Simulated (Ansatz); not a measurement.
Input (CCSDTQ/cc-pVDZ; Ansatz, a quantum-chemistry and plane-wave program):

Ansatz 0.2 input:
```yaml
crystal:
  periodic: [false, false, false]
  atoms:
    - {symbol: C, position_ang: [0.69119723, -0.01856736, -0.29104200]}
    - {symbol: N, position_ang: [-0.41966590, 0.06230728, 0.28767439]}
    - {symbol: H, position_ang: [-1.20952209, -0.32474676, -0.26746878]}
basis:
  gaussian:
    orbitals: cc-pVDZ
magnetization: {spin_polarized: true, initial_magnetization: 2}
correlation: {method: ccsdtq, electrons: outside_noble_gas}
```

Output:

```
mean field: 0.07 GiB planned
mean field evaluation 1: about -2521.4605 eV, gradient 1.4e1 eV
mean field evaluation 2: about -2521.4631 eV, gradient 1.4e1 eV
mean field evaluation 4: about -2522.7354 eV, gradient 3.5e0 eV
mean field evaluation 8: about -2523.1314 eV, gradient 1.2e0 eV
mean field evaluation 16: about -2523.3895 eV, gradient 2.4e-5 eV
mean field evaluation 32: about -2523.3894 eV, gradient 4.3e-2 eV
mean field evaluation 64: about -2521.3547 eV, gradient 1.1e1 eV
mean field evaluation 96: about -2518.8288 eV, gradient 1.2e1 eV
mean field evaluation 128: about -2521.7127 eV, gradient 7.1e-1 eV
mean field evaluation 160: about -2507.9470 eV, gradient 4.6e0 eV
mean field evaluation 192: about -2510.3833 eV, gradient 1.8e1 eV
mean field evaluation 224: about -2522.5262 eV, gradient 1.9e0 eV
mean field evaluation 256: about -2522.6435 eV, gradient 2.4e0 eV
mean field evaluation 288: about -2522.7049 eV, gradient 2.6e0 eV
mean field evaluation 320: about -2511.6440 eV, gradient 5.5e0 eV
mean field evaluation 352: about -2521.3390 eV, gradient 1.7e-3 eV
mean field evaluation 384: about -2521.6432 eV, gradient 8.1e-1 eV
mean field evaluation 416: about -2521.3390 eV, gradient 2.8e-4 eV
mean field evaluation 448: about -2520.2329 eV, gradient 3.1e0 eV
mean field evaluation 480: about -2520.8413 eV, gradient 1.6e0 eV
mean field evaluation 512: about -2523.3895 eV, gradient 1.8e-3 eV
mean field evaluation 544: about -2521.6522 eV, gradient 4.6e-3 eV
mean field evaluation 576: about -2522.0554 eV, gradient 3.4e0 eV
mean field -2523.38945269 eV, -92.7328519716 hartree, gradient 1.9e-6 eV, S^2 2.307127; 11 other end points of the search recorded, 0 dependent functions left out
determinant -2523.38945269 eV, -92.7328519716 hartree, with singles and doubles -2530.32076050 eV, -92.9875728353 hartree
determinant -2522.20223627 eV, -92.6892225729 hartree, with singles and doubles -2528.75085476 eV, -92.9298798634 hartree
determinant -2521.65215783 eV, -92.6690075631 hartree, with singles and doubles -2528.08289824 eV, -92.9053329141 hartree
determinant -2521.33900250 eV, -92.6574993170 hartree, with singles and doubles -2528.50050539 eV, -92.9206796937 hartree
2 core orbitals not correlated
reference -2523.38945269 eV, -92.7328519716 hartree; 6, 4 occupied and 25, 27 virtual orbitals, 608 factors
second order -5.94461668 eV of doubles, -0.00000000 eV of singles
coupled cluster: 1.18 GiB planned
cycle   1  -6.27045588 eV  change   -3.3e-1 eV  update   9.7e-2
cycle   2  -6.77131773 eV  change   -5.0e-1 eV  update   5.5e-2
cycle   3  -7.16782371 eV  change   -4.0e-1 eV  update   4.8e-2
cycle   4  -7.20994218 eV  change   -4.2e-2 eV  update   2.6e-2
cycle   5  -7.24538777 eV  change   -3.5e-2 eV  update   1.8e-2
cycle   6  -7.27267882 eV  change   -2.7e-2 eV  update   1.0e-2
cycle   7  -7.27059779 eV  change    2.1e-3 eV  update   7.4e-3
cycle   8  -7.28210857 eV  change   -1.2e-2 eV  update   4.9e-3
cycle   9  -7.29505249 eV  change   -1.3e-2 eV  update   2.5e-3
cycle  10  -7.29329192 eV  change    1.8e-3 eV  update   1.7e-3
cycle  11  -7.29514092 eV  change   -1.8e-3 eV  update   1.3e-3
cycle  12  -7.29536497 eV  change   -2.2e-4 eV  update   1.0e-3
cycle  13  -7.29443049 eV  change    9.3e-4 eV  update   7.4e-4
cycle  14  -7.29520179 eV  change   -7.7e-4 eV  update   4.7e-4
cycle  15  -7.29555111 eV  change   -3.5e-4 eV  update   3.3e-4
cycle  16  -7.29578640 eV  change   -2.4e-4 eV  update   2.2e-4
cycle  17  -7.29596764 eV  change   -1.8e-4 eV  update   1.5e-4
cycle  18  -7.29598045 eV  change   -1.3e-5 eV  update   1.0e-4
cycle  19  -7.29597995 eV  change    5.0e-7 eV  update   7.1e-5
cycle  20  -7.29602399 eV  change   -4.4e-5 eV  update   4.4e-5
cycle  21  -7.29605301 eV  change   -2.9e-5 eV  update   2.9e-5
cycle  22  -7.29605363 eV  change   -6.2e-7 eV  update   1.7e-5
cycle  23  -7.29606074 eV  change   -7.1e-6 eV  update   1.1e-5
cycle  24  -7.29606188 eV  change   -1.1e-6 eV  update   7.5e-6
cycle  25  -7.29606024 eV  change    1.6e-6 eV  update   5.4e-6
cycle  26  -7.29606211 eV  change   -1.9e-6 eV  update   4.0e-6
cycle  27  -7.29606242 eV  change   -3.1e-7 eV  update   3.1e-6
cycle  28  -7.29605973 eV  change    2.7e-6 eV  update   2.3e-6
cycle  29  -7.29605867 eV  change    1.1e-6 eV  update   1.7e-6
cycle  30  -7.29605780 eV  change    8.7e-7 eV  update   1.1e-6
cycle  31  -7.29605746 eV  change    3.3e-7 eV  update   9.0e-7
cycle  32  -7.29605888 eV  change   -1.4e-6 eV  update   6.6e-7
cycle  33  -7.29605972 eV  change   -8.4e-7 eV  update   4.2e-7
cycle  34  -7.29606054 eV  change   -8.2e-7 eV  update   2.9e-7
cycle  35  -7.29606106 eV  change   -5.2e-7 eV  update   1.8e-7
coupled cluster: 1.18 GiB planned
Total energy: -2530.68551376 eV, -93.0009772703 hartree
```

The determinant is spin-contaminated: <S^2> is 2.31, 0.31 over the pure value.

This triplet is an excited state, 4.7 eV above the singlet at CCSD(T)/cc-pV5Z (Ansatz).
